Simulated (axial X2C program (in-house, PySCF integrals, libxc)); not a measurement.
Low determinants of SF⁺ at the PBE0 level, 2c

All values were computed with an in-house relativistic program for diatomic molecules. Two-component (2c) means X2C with spin–orbit coupling and atomic mean-field two-electron Coulomb and Gaunt terms. Basis: S dyall-av3z [9s8p3d2f], F dyall-av3z [7s6p3d2f] (cores contracted in-house); Gaussian nuclei, density fitting, unrestricted open shells. Masses: S 31.972 u, F 18.998 u.

Search at 1.519 Å (vertical energies from the lowest determinant):

```csv
ΔE (eV),state,electrons beyond evenly filled partner blocks,"electrons in ±ω = 1/2, 3/2, 5/2, 7/2"
0.00,Ω = 1,"ω = -1/2, ω = 3/2",19 5 0 0
1.11,Ω = 0,none,20 4 0 0
1.17,Ω = 2,"ω = 1/2, ω = 3/2",19 5 0 0
1.23,Ω = 0,none,18 6 0 0
5.76,Ω = 1,2 × ω = 1/2,20 4 0 0
```

Lowest determinant, Ω = 1 (⟨Sz⟩ = 1.00, ⟨Lz⟩ = 0.00 at PBE0): Re = 1.515 Å, ωe = 1033.6 cm⁻¹.

The determinant in row 2 of the search, Ω = 0 (closed shell), was followed along the bond at PBE0; measured from the minimum of the lowest determinant it gives:

Te = 1.115 eV (8991 cm⁻¹), Re = 1.515 Å, ωe = 1040.0 cm⁻¹.

Task: Compare the bond of the determinant in row 2 with that of the lowest one.

Result: At PBE0 its Re is the same within 0.001 Å and its force constant, which goes as ωe², is 1.01 times that of the lowest determinant. T0 ≈ Te + Δωe/2 = 8991 + (3) = 8994 cm⁻¹.

The search compares states at one distance, so a state with another bond length can lie lower; it is not exhaustive and yields mostly the lowest determinant of each block pattern, so other components and higher states of one pattern are missing. These are energies of single determinants, not of spin-adapted states; PBE0 term energies can be off by some tenths of an eV, and the functional has no current term. Open-shell Ω = 0 determinants with evenly filled partner blocks cannot be reached by this program, so the Ω shown need not be the lowest component. A closed-shell Ω = 0 row of a π² shell mixes the 0⁺ component of the triplet with ¹Σ⁺ and matches no level; 0⁺ can lie lowest.
